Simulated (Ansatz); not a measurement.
# BH2− (singlet): wave-function methods side by side at angle H2–B1–H3 = 154.6°, 6-31++G**

Aim: climb from Hartree-Fock through coupled cluster and multireference methods for BH2− (singlet) at one geometry and basis, and see what each rung misses.

The runs use Ansatz 0.2.0, Gaussian basis; 6-31++G**, core rule «outside noble gas», up to 1 orbitals frozen.

Plan: UHF; CCSD(T) on RHF; CCSD(T) on UHF; BCCD(T) on RHF; CISD; CCSDT(Q) on RHF; CCSDT(Q) on UHF; CCSDTQ on RHF; CASSCF and MRCISD+Q, 2 electrons in 2 orbitals; CASSCF and NEVPT2, 2 electrons in 2 orbitals; CASSCF and MRCISD+Q, 6 electrons in 6 orbitals; CASSCF and MRCISD+Q(relaxed), 6 electrons in 6 orbitals; CASSCF and NEVPT2, 6 electrons in 6 orbitals; Full CI.

7 further runs of the same task are left out: 5 that didn't finish, 2 set aside as unsound or not needed.

## (1) What is computed

The geometry derives from a PBE0/def2-TZVPD stationary point (not a proven minimum). One angle is set to the value named; bond lengths are kept.

3 atoms, charge -1, spin multiplicity 1.

Atoms are counted from 1 here; the program's logs count them from 0.

Bond lengths: B1–H2 1.247 Å, B1–H3 1.247 Å. Angles: H2–B1–H3 154.6°.

## (2) UHF

in.yaml reads:

```yaml
crystal:
  periodic: [false, false, false]
  atoms:
    - {symbol: B, position_ang: [0.000000, -0.043089, 0.000000]}
    - {symbol: H, position_ang: [0.000000, 0.231085, -1.216607]}
    - {symbol: H, position_ang: [0.000000, 0.231085, 1.216607]}
basis:
  gaussian: {orbitals: "6-31++G**"}
total_charge: -1
magnetization: {spin_polarized: true, initial_magnetization: 0}
hamiltonian: {xc: hf}
output: {orbitals: {seedname: orbitals}}
```

Run with:

```sh
$ ansatz run in.yaml --threads 1 --pin off --events-out ev --progress --plain --max-ram 2393MiB
```

After this run come: CCSD(T) on RHF; CCSD(T) on UHF; BCCD(T) on RHF; CISD; CCSDT(Q) on RHF; CCSDT(Q) on UHF; CCSDTQ on RHF; CASSCF and MRCISD+Q, 2 electrons in 2 orbitals; CASSCF and NEVPT2, 2 electrons in 2 orbitals; CASSCF and MRCISD+Q, 6 electrons in 6 orbitals; CASSCF and MRCISD+Q(relaxed), 6 electrons in 6 orbitals; CASSCF and NEVPT2, 6 electrons in 6 orbitals; Full CI.

Q: Predict the results of all the runs planned. Wanted: FCI below the RHF energy; RMP2 from FCI; RCCSD from FCI; RCCSD(T) from FCI; RCCSDT(Q) from FCI; NEVPT2 pair from FCI; MRCISD+Q pair from FCI; NEVPT2 valence from FCI; T1 diagnostic.

As calculated:

| quantity | value |
| --- | --- |
| FCI below the RHF energy | -3.3646 eV |
| RMP2 from FCI | +768.9 meV |
| RCCSD from FCI | +157.4 meV |
| RCCSD(T) from FCI | +49.5 meV |
| RCCSDT(Q) from FCI | +1.6 meV |
| NEVPT2 pair from FCI | +666.5 meV |
| MRCISD+Q pair from FCI | +67.1 meV |
| NEVPT2 valence from FCI | +727.0 meV |
| levels within 1 kcal/mol (43 meV) | RCCSDT, RCCSDT(Q), RCCSDTQ, MRCISD+Q valence, MRCISD+Q(relaxed) valence |
| T1 diagnostic | 0.015 |
| effectively unpaired electrons | 0.52 |

In words: RCCSD(T) misses by +49.5 meV, 1.5 % of the correlation energy. MRCISD+Q valence, MRCISD+Q(relaxed) valence fall below full CI: the +Q correction isn't variational, and the cores differ from full CI's. The occupations show some static correlation. Of the multireference levels listed MRCISD+Q valence comes nearest in total energy (-5.1 meV), which doesn't show that its space is the better one. These misses are within one basis, not against nature.
